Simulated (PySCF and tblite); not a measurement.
The numbers below are computed, except where a source is named.
# Barrier and rate of a pyramidal inversion

System: CH2ClO2S (charge -1), numbered as in [O:1]=[SH:2](=[O:3])[CH-:4][Cl:5].

Motion: pyramidal inversion at C4. Level: PBE0/pcSseg-1 + D3(BJ) on PBE0-D3(BJ)/def2-SVP stationary points, with GFN2-xTB thermal terms. Rate constants are transition-state-theory values, counting equivalent paths, without tunnelling. Programs: tblite and PySCF.

```
 point  symmetry  E(GFN2) kcal/mol  E(DFT) kcal/mol  ZPE change kcal/mol  lowest mode cm⁻¹
 start        C1               0.0              0.0                 0.00                86
saddle        C1              10.8              1.4                -0.37              703i
   end        C1              -1.4             -1.7                -0.16                98
```

```json
{
  "Electronic barrier": "1.4 kcal/mol",
  "Barrier with zero-point energy": "1.0 kcal/mol",
  "ΔH‡ (298 K)": "0.8 kcal/mol",
  "ΔS‡ (298 K, symmetry apart)": "-0.8 cal/(mol K)",
  "Paths": "1 equivalent path",
  "End point": "a different minimum",
  "Mean lifetime of the start against this motion at 298 K": "under a picosecond",
  "Cost": "2.2 min on 1 thread of Arm Neoverse V1 (shared host) (rough), peak memory 0.53 GiB, launched as `OMP_NUM_THREADS=1 python ens_run.py task.json out`"
}
```

```tsv
T/K	ΔG‡ kcal/mol	k s⁻¹	ΔG kcal/mol	k back s⁻¹
200	1.0	3.1×10¹¹	-1.8	3.2×10⁹
250	1.1	6.3×10¹¹	-1.8	1.6×10¹⁰
298	1.1	1×10¹²	-1.8	4.8×10¹⁰
350	1.1	1.5×10¹²	-1.8	1.1×10¹¹
400	1.1	2×10¹²	-1.8	2×10¹¹
500	1.3	2.9×10¹²	-1.8	4.8×10¹¹
```

ΔG and ΔG‡ leave out symmetry numbers and mirror images; rates count paths: 1 out, 1 back.

The ion is treated without a counter-ion.
